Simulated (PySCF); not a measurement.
Towards the basis-set limit for O₂

State: triplet, unpaired electrons π ↑↑. De refers to O + O. ROHF-based CCSD(T) in PySCF 2.14 with O cc-pVTZ and O cc-pVQZ (frozen core orbitals: 2; no relativity). Correlation energies are extrapolated as n⁻³ (n = 3, 4), Hartree–Fock as (n+1)·exp(−9√n). CV is the change on freezing 0 orbitals instead, in O cc-pwCVTZ. SR is the spin-free X2C energy in O cc-pVTZ-DK less the non-relativistic one in O cc-pVTZ.

| Level | Re (Å) | ωe (cm⁻¹) | ωexe (cm⁻¹) | αe (cm⁻¹) | De (eV) |
| --- | --- | --- | --- | --- | --- |
| CCSD(T)/TZ | 1.2121 | 1585.5 | 10.8 | 0.0151 | 4.933 |
| CCSD(T)/QZ | 1.2078 | 1600.1 | 11.0 | 0.0151 | 5.087 |
| HF/CBS | 1.1508 | 2008.2 | 9.44 | 0.0122 | 1.323 |
| MP2/CBS | 1.2446 | 1290.2 | 20.7 | 0.0237 | 6.214 |
| CCSD/CBS | 1.1929 | 1701.7 | 10.4 | 0.0141 | 4.792 |
| CCSD(T)/CBS | 1.2058 | 1607.0 | 11.1 | 0.0152 | 5.183 |
| CCSD(T)/CBS+CV | 1.2041 | 1612.2 | 11.2 | 0.0153 | 5.195 |
| CCSD(T)/CBS+CV+SR | 1.2043 | 1610.0 | 11.2 | 0.0153 | 5.187 |

How much is left between CCSD(T)/QZ and the basis-set limit, and how much do the triples give at the limit?

CCSD(T)/CBS less CCSD(T)/QZ: -2.0 mÅ in Re, +6.9 cm⁻¹ in ωe and +0.096 eV in De. CCSD(T)/CBS less CCSD/CBS: +12.9 mÅ in Re, -94.7 cm⁻¹ in ωe and +0.391 eV in De.

What do the later terms add?

CV: -1.7 mÅ in Re, +5.2 cm⁻¹ in ωe and +0.012 eV in De; SR: +0.2 mÅ in Re, -2.2 cm⁻¹ in ωe and -0.008 eV in De, each against the row above.

Measured (Huber and Herzberg, Constants of Diatomic Molecules (1979)): Re = 1.20752 Å, ωe = 1580.193 cm⁻¹, ωexe = 11.981 cm⁻¹. The last row is off by -3.2 mÅ and 29.9 cm⁻¹.

The T1 diagnostic is 0.016. Spin–orbit coupling, excitations beyond (T) and corrections to the Born–Oppenheimer picture are left out.

The whole job (state search and all basis sets along the bond) took about 8.4 min on 4 threads of Intel Xeon 6975P-C (shared host), peak memory 7.6 GiB.
